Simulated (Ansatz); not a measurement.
System: hydrogen cyanide, CHN, charge 0, multiplicity 1. 
Geometry from a B3LYP-D3(BJ)/def2-TZVP (Ansatz, a program for electronic structure) optimisation:
```xyz
3

C      0.0000     0.0000    -0.4969
N      0.0000     0.0000     0.6493
H      0.0000     0.0000    -1.5636
```
Charge 0, spin multiplicity 1.

Basis-set convergence of Hartree-Fock and MP2 correlation energies (hartree) with Ansatz. Valence correlation only, unless marked. No spin-orbit coupling. No relativistic terms.

```json
[
 {"basis": "aug-cc-pVDZ", "functions": "55", "E(HF)": "-92.88804", "E(corr, MP2)": "-0.29281"},
 {"basis": "aug-cc-pVTZ", "functions": "115", "E(HF)": "-92.90999", "E(corr, MP2)": "-0.34887"},
 {"basis": "aug-cc-pVQZ", "functions": "206", "E(HF)": "-92.91548", "E(corr, MP2)": "-0.36863"}
]
```

Extrapolating the two largest sets (X = 3 and 4) as X^-3: E(corr) = (64·(-0.36863) - 27·(-0.34887))/37 = -0.3830 Eh, an estimate of the basis-set limit. The largest set recovers 96.2 % of it, the smallest 76.4 %.
